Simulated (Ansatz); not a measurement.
# How far a parabola holds: energy against volume of rock-salt MgO

Results of PBE (Ansatz, a program for electronic structure, PAW) for rock-salt MgO. Settings: plane-wave cutoff 520 eV, 14×14×14 k mesh, Fermi–Dirac smearing 0.01 eV, scalar-relativistic PAW data made under PBE. The cell has no free parameter but its volume, all volumes share cutoff and mesh, and the runs aren't spin-polarised. Energies are free energies at the run's smearing, counted from the lowest row; static lattice.

```csv
V (Å³/atom),E (meV/atom)
9.045,?
9.238,7.70
9.430,1.86
9.623,0.00
9.815,1.72
10.008,6.68
```

Question: Using a parabola, estimate the missing E at V = 9.045 from the other rows, showing the fit.

Answer: With u = V - 9.62, the rows have u = -0.38200, -0.19000, 0.00300, 0.19500, 0.38800. Least squares gives E = -0.002 - 1.414·u + 48.535·u². Residuals (row less fit): 0.079, -0.159, 0.006, 0.152, -0.076; standard error 0.174 (degrees of freedom: 2). The fitted curve has its minimum at V = 9.63, where E = -0.01. Its curvature is d²E/dV² = 2 × 48.535 meV/Å⁶, so B = V0·d²E/dV² × 0.1602 = 150 GPa. At the withheld row, u = -0.57500, so E = -0.002 - 1.414 × (-0.57500) + 48.535 × (-0.57500)² = 16.858 meV/atom. The calculation gives 17.94 meV/atom, 1.082 meV/atom above the prediction (6.0 % of the range of E in the table). The row lies outside the fitted rows, so this is an extrapolation. From the scatter of the fitted rows alone, a prediction at this place has a standard error of 0.412 meV/atom, so the miss is 2.6 times that.

The residuals are curvature that a parabola lacks, not noise. A solid that stiffens under compression and softens on expansion lies above the parabola at the compressed end and under it at the expanded end, as this row does. A third-order Birch-Murnaghan fit to the whole scan has B0 = 149 GPa. Only scans are tabulated whose curvature falls smoothly with volume, and where the parabola meets the shown rows within 5 % of their range and misses the end by 0.1 meV or more.

Measured, for comparison: bulk modulus 170 GPa (0 K value with the zero-point phonon effect removed; as tabulated in Mejia-Rodriguez and Trickey (2018), arXiv:1807.09216). Computed less measured: bulk modulus -12 %.
